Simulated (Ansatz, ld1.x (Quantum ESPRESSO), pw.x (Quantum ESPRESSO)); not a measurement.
## pw.x on bcc Mg: one setting changed

Potential: norm-conserving Troullier–Martins (Kleinman–Bylander form), ld1.x (Quantum ESPRESSO) 7.5, PBEsol; core [Ne], reference 3s2 3p0; waves: 3s (bound): rc 2.30 bohr; 3d channel at 0.45 Ry: rc 2.05 bohr; 3p (bound, empty): rc 2.60 bohr; local part: the p channel; core correction: Bessel-smoothed model core, default radius (core density twice the valence density).

The reference run (k-mesh 13³, cutoffs 50/200 Ry, Fermi–Dirac 0.01 Ry, mixing_beta 0.4, conv_thr 1e-9, no spin) gives 0.08 GPa at 22.446 Å³/atom, where all-electron LAPW gives 0.16 GPa. This run, with its own iteration cap, changes mixing_mode to TF.

```
&control
  calculation='scf', prefix='x', pseudo_dir='./', outdir='./tmp', tstress=.true., disk_io='none'
/
&system
  ibrav=0, nat=1, ntyp=1, ecutwfc=50, ecutrho=200, nbnd=8,
  occupations='smearing', smearing='fd', degauss=0.01
/
&electrons
  conv_thr=1e-09, mixing_beta=0.4, electron_maxstep=50, mixing_mode='TF'
/
ATOMIC_SPECIES
Mg 1.0 Mg.UPF
CELL_PARAMETERS angstrom
  -1.77702276 1.77702276 1.77702276
  1.77702276 -1.77702276 1.77702276
  1.77702276 1.77702276 -1.77702276
ATOMIC_POSITIONS crystal
Mg 0.0000 0.0000 0.0000
K_POINTS automatic
13 13 13 0 0 0
```

```bash
pw.x < Mg.scf.in > Mg.scf.out
```

**Question.** How does the run end?

**Answer.** It converges in 6 iterations; the free energy moves by +0.0 meV/atom and the pressure by +0.00 GPa. The result is that of the reference run.

```
Message from routine setup:
     using ibrav=0 with symmetry is DISCOURAGED, use correct ibrav instead
     lattice parameter (alat)  =       5.8164  a.u.
     unit-cell volume          =     151.4731 (a.u.)^3
     number of electrons       =         2.00
     number of Kohn-Sham states=            8
     kinetic-energy cutoff     =      50.0000  Ry
     charge density cutoff     =     200.0000  Ry
     scf convergence threshold =      1.0E-09
     Exchange-correlation= PBESOL
     number of k points=    84  Fermi-Dirac smearing, width (Ry)=  0.0100
     iteration #  1     ecut=    50.00 Ry     beta= 0.40
     total energy              =      -5.28977457 Ry
     estimated scf accuracy    <       0.00369782 Ry
     iteration #  2     ecut=    50.00 Ry     beta= 0.40
     total energy              =      -5.28907932 Ry
     estimated scf accuracy    <       0.00196073 Ry
     iteration #  3     ecut=    50.00 Ry     beta= 0.40
     total energy              =      -5.28910763 Ry
     estimated scf accuracy    <       0.00000396 Ry
     iteration #  4     ecut=    50.00 Ry     beta= 0.40
     total energy              =      -5.28910909 Ry
     estimated scf accuracy    <       0.00000004 Ry
     iteration #  5     ecut=    50.00 Ry     beta= 0.40
     total energy              =      -5.28910910 Ry
     estimated scf accuracy    <       0.00000002 Ry
     iteration #  6     ecut=    50.00 Ry     beta= 0.40
     the Fermi energy is     3.7478 ev
!    total energy              =      -5.28910910 Ry
     estimated scf accuracy    <          3.7E-10 Ry
     smearing contrib. (-TS)   =      -0.00214518 Ry
     The total energy is F=E-TS. E is the sum of the following terms:
     one-electron contribution =       1.32869262 Ry
     hartree contribution      =       0.00396175 Ry
     xc contribution           =      -4.45217343 Ry
     ewald contribution        =      -2.16744486 Ry
     convergence has been achieved in   6 iterations
          total   stress  (Ry/bohr**3)                   (kbar)     P=        0.77
     Message from routine punch:
     Nothing written, as per user request (disk_io='none')
```

The run took about 5.6 s on one core of a shared host (Neoverse-V2, 96 threads, 742 GiB, load 25).
